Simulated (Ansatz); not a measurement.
The same path of C2H4N (7 atoms, charge -1, multiplicity 1) was run twice with different band settings. The coordinate that changes most is the dihedral H5–C1–N2–C3.

The calculation used Ansatz 0.2.0, RKS CAM-B3LYP-D4/6-31G*.

Relaxed end points:

```xyz
7
Properties=species:S:1:pos:R:3
C -0.965 -0.136 -0.664
N -0.326 -0.280 0.478
C 0.910 0.089 0.745
H -1.996 -0.484 -0.750
H -0.512 0.331 -1.555
H 1.568 0.575 0.006
H 1.322 -0.094 1.739
```

```xyz
7
Properties=species:S:1:pos:R:3
C -0.966 -0.134 -0.663
N -0.327 -0.279 0.479
C 0.910 0.087 0.745
H -0.510 0.329 -1.554
H -1.996 -0.483 -0.751
H 1.566 0.574 0.005
H 1.322 -0.093 1.739
```

Common settings: movable images 7; climbing image yes; optimiser quadratic models (default); start path through a guess of the saddle point; force threshold 0.05 eV/Å; iteration limit 60; end points relaxed.

| run | spring |
| --- | --- |
| 1 | 5.0 eV/Å² |
| 2 | 0.1 eV/Å² |

(1) What does each run give, and how far can it be trusted?

Answers

(1) Run 1: converged after 13 iterations, highest image 1.206 eV above the first end. A vibrational analysis at the climbing image gives one clearly imaginary mode, 450i cm⁻¹: a first-order saddle point.
Run 2: converged after 12 iterations, highest image 1.457 eV above the first end. The order of the stationary point at the top wasn't checked.
Limits of this set-up: an anion without diffuse functions, the dipole of an ion depends on the origin.
